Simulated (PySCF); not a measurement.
Match the calculated data to a structure.

All candidates are C3H2ClFO.

| technique | computed result |
| --- | --- |
| Polarisability | 55.1 au [PBE0/def2-SVPD] |
| Dipole | 2.53 D [PBE0/def2-SVPD] |
| Triplet | lowest triplet excitation (Tamm–Dancoff): 3.37 eV [TDA PBE0/def2-SVPD] |
| UV, first state | lowest singlet excitation: 3.75 eV (330 nm, f = 0.000) [TDDFT PBE0/def2-SVPD] |
| 13C NMR | chemical shifts (computed TMS as zero) by class: 199.0 (1 C), 111.9 (1 C), 32.0 (1 C) ppm [GIAO PBE0/pcSseg-1] |
| NMR, other nuclei | isotropic shieldings of nuclei other than C and H, by class: -69 (1 O), 311 (1 F), 589 (1 Cl) ppm [GIAO PBE0/pcSseg-1] |
| 1H NMR | chemical shifts (computed TMS as zero) by class: 6.92 (1 H), 3.59 (1 H) ppm [GIAO PBE0/pcSseg-1] |
| Rotational structure | rotational constants A, B, C: 5.311, 1.715, 1.518 GHz [GFN2-xTB] |

Gas-phase values; electronic properties from PySCF, density fitting. Levels stand in brackets. Geometry: GFN2-xTB, one conformer, isolated molecule. NMR values are class means; diastereotopic atoms form classes of their own.

Task: Which candidate is it?
A. `O=C=C[C@H](F)Cl`
B. `O=C(Cl)/C=C/F`
C. `O=C=C(Cl)CF`
D. `C=C(F)C(=O)Cl`

Result: A. It is `O=C=C[C@H](F)Cl`. Numbering: `[O:1]=[C:2]=[CH:3][C@H:4]([F:5])[Cl:6]`. Its formula, C3H2ClFO, gives 2 degrees of unsaturation: 0 rings and 2 π bonds in the structure found. 3 carbons fall into 3 classes; from least to most shielded: central carbon of a ketene [C2] (199.0 ppm), sp3 C–F carbon [C4] (111.9 ppm), outer carbon of cumulated double bonds [C3] (32.0 ppm). Hydrogen classes from least to most shielded: 1 H on an sp3 C–F carbon, C4 (6.92 ppm), 1 H on an outer carbon of cumulated double bonds, C3 (3.59 ppm). The other shieldings belong to: -69 ppm, oxygen bonded to C [O1]; 311 ppm, alkyl fluorine [F5]; 589 ppm, chlorine on a fluorinated carbon [Cl6]. S1 is mainly HOMO→LUMO (weight 0.98); the largest Löwdin shares of the orbital it empties are 0.39 on the outer carbon of cumulated double bonds, 0.20 on the oxygen bonded to C, 0.19 on the central carbon of a ketene and 0.14 on the chlorine on a fluorinated carbon, of the orbital it fills 0.38 on the central carbon of a ketene, 0.31 on the oxygen bonded to C, 0.14 on the outer carbon of cumulated double bonds and 0.07 on the hydrogen on carbon. The optimised geometry has point group C1 and is an asymmetric top.

The others, at the same levels:
- `O=C=C(Cl)CF` fails: its computed 13C shifts are 209.4 (1 C), 87.3 (1 C), 60.8 (1 C) ppm, 1H shifts are 5.60 (2 H) ppm and lowest singlet excitation is 2.93 eV (424 nm, f = 0.000) (against 3.75 eV).
- `O=C(Cl)/C=C/F` fails: its computed 13C shifts are 177.0 (1 C), 174.3 (1 C), 118.8 (1 C) ppm, 1H shifts are 7.88 (1 H), 6.17 (1 H) ppm and lowest singlet excitation is 4.49 eV (276 nm, f = 0.000) (against 3.75 eV).
- `C=C(F)C(=O)Cl` fails: its computed 13C shifts are 173.1 (1 C), 163.2 (1 C), 114.5 (1 C) ppm, 1H shifts are 6.15 (1 H), 5.77 (1 H) ppm and rotational constant A is 4.643 GHz (against 5.311 GHz).

Each candidate is one conformer, not necessarily the lowest. The conformers computed, where there is a choice (atom-mapped SMILES and torsion angles):
- `[O:1]=[C:2]=[CH:3][C@H:4]([F:5])[Cl:6]`: C2–C3–C4–F5 32°
- `[O:1]=[C:2]=[C:3]([Cl:4])[CH2:5][F:6]`: C2–C3–C5–F6 -82°
- `[O:1]=[C:2]([Cl:3])/[CH:4]=[CH:5]/[F:6]`: O1–C2–C4–C5 0°
- `[CH2:1]=[C:2]([F:3])[C:4](=[O:5])[Cl:6]`: C1–C2–C4–O5 0°
